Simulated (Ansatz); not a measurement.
C3H6N2 can be A, `C=NC(=C)N`, or B, `N=C1CC1N`.

Calculated with Ansatz (gas phase, PBE0-D4/def2-TZVP geometries, no zero-point term in ΔE). CBS: MP2 limit from def2 TZ/QZ plus the TZ coupled-cluster correction, frozen cores. Functionals use def2-TZVPP. B3LYP here is the variant with VWN-RPA as its local correlation; programs differ in this. One conformer a species, not always the lowest.

Which isomer does CCSD(T)/CBS put lower? Give the gap. (An estimate is asked.)

Ansatz gave: A, by 20.8 kcal/mol.

Give E(B) − E(A) in kcal/mol with BLYP-D4, CCSD(T)/def2-SVP, r2SCAN-D4, B2PLYP, PBE-D4, LDA (SPW92), B3LYP-D4. (Best estimate.)

The calculation gave: BLYP-D4 23.9, CCSD(T)/def2-SVP 20.2, r2SCAN-D4 19.9, B2PLYP 21.7, PBE-D4 18.5, LDA (SPW92) 17.6, B3LYP-D4 22.6. None reverses the order clearly.

Does the order hold for the free energy at 298.15 K (harmonic terms from PBE0-D4)? (Best estimate.)

Computed: Yes: G(B) − G(A) = +21.2 kcal/mol, for one conformer each.

Largest T1 diagnostic: 0.013.

From PBE to PBE0 (25 % exact exchange), in def2-TZVPP and without D4, E(B) − E(A) moves by −0.9 kcal/mol. Leaving LDA and LC-ωPBE aside and taking each functional with its dispersion term where it has one, the values spread over 6.4 kcal/mol, from PBE0-D4 to BLYP-D4.
